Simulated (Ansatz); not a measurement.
# H8Si3: the cost of one run

All numbers below are computed with Ansatz 0.2.0 (RKS r2SCAN/6-31G).

**1. The structure to begin with**

Bond lengths: Si1–Si2 2.220 Å, Si2–H3 1.460 Å, Si2–H4 1.460 Å, Si2–H5 1.460 Å, Si1–H6 1.460 Å, Si1–Si7 2.218 Å, Si7–H8 1.460 Å, Si7–H9 1.460 Å, Si7–H10 1.460 Å, Si1–H11 1.459 Å. Angles (14 of 18 angles, heavy atoms first): Si2–Si1–Si7 109.5°, Si1–Si2–H3 109.5°, Si1–Si2–H4 109.5°, Si1–Si2–H5 109.5°, Si2–Si1–H6 109.5°, Si2–Si1–H11 109.5°, H6–Si1–Si7 109.5°, Si7–Si1–H11 109.5°, Si1–Si7–H8 109.5°, Si1–Si7–H9 109.5°, Si1–Si7–H10 109.5°, H3–Si2–H4 109.4°, H3–Si2–H5 109.4°, H4–Si2–H5 109.4°.

Coordinates:

```xyz
11

Si    0.0000    0.0000    0.0000
Si    0.0000    0.0000    2.2200
H    -1.3148   -0.4067    2.7074
H     1.0096   -0.9353    2.7074
H     0.3052    1.3420    2.7074
H     1.3768    0.0000   -0.4862
Si   -1.0456    1.8115   -0.7393
H    -2.4302    1.4780   -1.0607
H    -1.0215    2.8436    0.2931
H    -0.3743    2.3069   -1.9374
H    -0.6877   -1.1914   -0.4862
```

**2. Relaxing the start**

input.yaml reads:

```yaml
crystal:
  periodic: [false, false, false]
  atoms:
    - { symbol: Si, position_ang: [0.0, 0.0, 0.0] }
    - { symbol: Si, position_ang: [0.0, 0.0, 2.22] }
    - { symbol: H, position_ang: [-1.3148, -0.4067, 2.7074] }
    - { symbol: H, position_ang: [1.0096, -0.9353, 2.7074] }
    - { symbol: H, position_ang: [0.3052, 1.342, 2.7074] }
    - { symbol: H, position_ang: [1.3768, 0.0, -0.4862] }
    - { symbol: Si, position_ang: [-1.0456, 1.8115, -0.7393] }
    - { symbol: H, position_ang: [-2.4302, 1.478, -1.0607] }
    - { symbol: H, position_ang: [-1.0215, 2.8436, 0.2931] }
    - { symbol: H, position_ang: [-0.3743, 2.3069, -1.9374] }
    - { symbol: H, position_ang: [-0.6877, -1.1914, -0.4862] }
basis:
  gaussian: { orbitals: "6-31G" }
hamiltonian:
  xc: r2scan
relax:
  f_tol: 0.02
  max_steps: 40
```

Launch:

```sh
> ansatz run input.yaml --threads 1 --pin off --max-ram 2048MiB --backend cpu --events-out ev --progress --plain --runs-dir out
```

**Question.** How long does this run take on 1 thread of AMD EPYC, shared host, and how much memory does it need?

About 1.7 min, with a peak of 0.14 GiB.
